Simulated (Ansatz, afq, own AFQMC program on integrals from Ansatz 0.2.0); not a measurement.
Integrals from Ansatz 0.2.0, then the random walk in our own AFQMC program (afq).

```yaml
crystal:
  periodic: [false, false, false]
  atoms:
    - {symbol: Si, position_ang: [0.000000, -0.081122, 0.624572]}
    - {symbol: N, position_ang: [0.000000, 0.049408, -1.077458]}
    - {symbol: H, position_ang: [0.000000, 1.434266, 0.850543]}
    - {symbol: H, position_ang: [0.000000, 0.905200, -1.610089]}
    - {symbol: H, position_ang: [0.000000, -0.765663, -1.670950]}
basis:
  gaussian: {orbitals: cc-pVDZ}
total_charge: 1
magnetization: {spin_polarized: true, initial_magnetization: 1}
correlation: {method: ccsd_t, electrons: outside_noble_gas, hamiltonian_folder: ham}
```

```sh
$ ansatz run in.yaml --threads 1 --pin off --events-out ev --progress --plain --max-ram 1843MiB
```

Options of the walk:

```
--method phaseless --trial hf --walkers 120 --populations 1 --least-time 40 --time-step 0.005 --steps-per-block 20 --equilibration-blocks 112 --max-blocks 600 --target-error 0.0012000 --factor-cut 1e-05 --start spin_pure --seed 2859 --taylor-order 6
```

Times are imaginary, in 1/Eh. The walk had a cap of 1706 s.

afq prints:

```
orbitals 41  electrons 6 5  factors 322 of 450
reference energy -344.82218189 Eh
CCSD correlation -0.26381285 Eh in 13 cycles, weight of the determinant in the CISD state 0.8816
energy of the start -344.822701 Eh
 block  time / (1/Eh)  mean weight  energy / Eh
     1     0.100  1.0002  -344.885326
     2     0.200  1.0023  -344.931833
     3     0.300  1.0049  -344.970194
     4     0.400  1.0008  -345.004859
     5     0.500  1.0016  -345.038456
     7     0.700  1.0024  -345.061642
     9     0.900  1.0017  -345.132704
    18     1.800  0.9987  -345.090494
    52     5.200  1.0002  -345.078328
    86     8.600  1.0016  -345.112985
   120    12.000  1.0017  -345.070110
   154    15.400  0.9987  -345.082078
   188    18.800  1.0007  -345.121418
   222    22.200  0.9988  -345.077411
   239    23.900  1.0021  -345.181456
   256    25.600  0.9995  -345.118309
   290    29.000  1.0005  -345.069118
   324    32.400  0.9971  -345.099394
   358    35.800  1.0029  -345.080730
   392    39.200  1.0010  -345.117239
   426    42.600  0.9999  -345.110230
   460    46.000  1.0000  -345.075340
   494    49.400  1.0034  -345.116529
   528    52.800  1.0002  -345.099520
   562    56.200  0.9985  -345.090452
   596    59.600  0.9984  -345.037559
   630    63.000  0.9977  -345.063158
   664    66.400  0.9992  -345.118189
   698    69.800  0.9981  -345.096150
blocks merged  error / Eh  count
     1  0.000950  600
     2  0.001245  300
     4  0.001607  150
     8  0.001879  75
    16  0.002225  37
    32  0.002629  18
    64  0.002140  9
energy -345.092954 +/- 0.002629 Eh
(rows thinned)
```

The run passed its tests (sampling time, drift between the halves within three errors, error under three times the target), which doesn't prove that it has relaxed.

Against this walk (error 71.5 meV) on the same determinant: CCSD(T) 37.6 meV lower (within the noise), the released energy of a separate walk with a CISD trial 84.4 ± 74.0 meV lower (within the noise), a separate phaseless walk with a CISD trial and standard settings 50.2 ± 72.9 meV lower (within the noise). The error is statistical and leaves out the bias of the constraint.

Cautions: constraint bias not in the error; error above the target (71.5 against 32.7 meV).

The walk took 3.6 min on 1 thread of Intel(R) Xeon(R) 6975P-C (Granite Rapids) (shared host). The log's last line is the phaseless energy.

A walk keeps the symmetry of its determinant, which the program's search chose and which needn't be the lowest solution, so a lower state of the same spin and another symmetry isn't excluded.
